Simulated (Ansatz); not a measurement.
Input for Ansatz (development build ahead of 0.2.0):

```yaml
crystal:
  periodic: [false, false, false]
  atoms:
    - { symbol: F, position_ang: [0.0, 1.11058, -0.27373] }
    - { symbol: O, position_ang: [0.0, -2.22115, 2.39513] }
    - { symbol: F, position_ang: [0.0, -3.33173, 1.50551] }
basis:
  gaussian: { orbitals: pcseg-2 }
magnetization:
  spin_polarized: true
hamiltonian:
  xc: pbe
```

The input is written out in the form of the current development build from the run's settings.

Output:

```
Converged                       : yes
Total energy                    : -274.46113 hartree
Spin squared of the determinant : 1.004
Stability test                  : minimum
```

Caution: charge can spread falsely over distant fragments; the unrestricted determinant is a mixture of spin states.
